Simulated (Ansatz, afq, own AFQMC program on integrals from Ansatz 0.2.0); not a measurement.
**AlH, singlet: AFQMC among the cluster methods**

```yaml
atoms:
  - { symbol: Al, position_ang: [0.0000, 0.0000, 0.0000] }
  - { symbol: H, position_ang: [0.0000, 0.0000, 4.5320] }
```

Basis cc-pVTZ. Noble-gas cores (and the filled d shells of Ga–Kr and In–Xe) are frozen. Integrals, coupled cluster, full CI and functionals: Ansatz 0.2.0; the random walks run on the same integrals in our own AFQMC program. The CISD trial takes its coefficients from CCSD amplitudes. Released means that phaseless walkers are propagated on without the constraint, phases kept. Uncertainties: one standard error, sampling alone.

Determinant: RHF, the one that the program's search chose, which needn't be the lowest solution. The geometry is a point of a scan.

Full CI on the same integrals is exact in this basis and with this determinant's frozen core.

Cautions: restricted determinant unstable towards unrestricted (UHF 2.36 eV lower, ⟨S²⟩ 1.01); strong correlation (T1 0.254, weight of the determinant 0.47, largest double 0.88); (T) is large, 19 % of the CCSD correlation; CCSD(T) is in doubt: in a space of 4 electrons in 9 natural orbitals full CI lies 231 meV above it; the CCSDT(Q) amplitudes may be one of several solutions (largest double 0.98); the released energies are still falling, so no released level is given (meV from the phaseless value at times in 1/Eh: -10 ± 5 at 0.24, -18 ± 5 at 0.51, -32 ± 5 at 0.99, -44 ± 4 at 1.62, -54 ± 6 at 2.40); the next higher spin lies close (full CI puts it 44 meV above); CCSDT(Q) on the UHF determinant differs (37 meV higher), and it is the one that meets full CI.

- T1 diagnostic: 0.2541
- weight of the determinant in the CISD state: 0.470
- size of the correlated space: 4 electrons in 43 orbitals

Reference: full CI, correlation energy -3.831 eV. The cautions show a poor starting determinant, so the rows tell how each method copes with it here, and full CI is the sure value.

```csv
level,E − E(reference) (meV),share of correlation (%)
HF,3830.6,0.00
MP2,1775.6,53.65
CCSD,309.8,91.91
CCSD(T),-370.5,109.67
CCSDT,11.3,99.71
CCSDT(Q),-28.4,100.74
ph-AFQMC/HF,882.8 ± 31.9,76.95
ph-AFQMC/CISD,157.3 ± 5.7,95.89
```

CCSDT and higher add their correlation energy to the determinant of the CCSD(T) run, since their own runs factorise the integrals more tightly (a shift of under 2 meV). A walk keeps the symmetry of its determinant, which the program's search chose and which needn't be the lowest solution, so a lower state of the same spin and another symmetry isn't excluded.
